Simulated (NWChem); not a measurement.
**Correlation energy of C2H3O**

```xyz
6

C     -0.0762    -1.1694     0.0000
C      0.4250     0.2536     0.0000
O     -0.1959     1.2600     0.0000
H      0.3268    -1.6873     0.8843
H      0.3268    -1.6873    -0.8843
H     -1.1790    -1.2110     0.0000
```
Charge 0, spin multiplicity 2.

The numbers come from NWChem runs, not from measurements. All single points use one geometry, from UB3LYP/def2-SVP, a minimum by its harmonic frequencies.

Basis set: def2-SVP. Each correlation energy counts from its own Hartree-Fock reference.

The correlated methods keep 3 core orbitals frozen. The structure started from a generated list of species. The unpaired electrons of the parent sit in orbitals of symmetry a' (Cs labels of the run); other states weren't searched. No SCF solution was tested for a lower state. Open-shell Hartree-Fock references start from PBE0 orbitals. Coupled-cluster values serve here as a point of comparison, not as the truth.

Question: Order these methods by the correlation energy they give, lowest first: CCSD[T] on UHF, CCSD on UHF, CCSD on ROHF, SCS-UMP2.

Answer: CCSD[T] on UHF (-475.1 mHa), CCSD on ROHF (-462.2 mHa), CCSD on UHF (-458.1 mHa), SCS-UMP2 (-425.4 mHa)
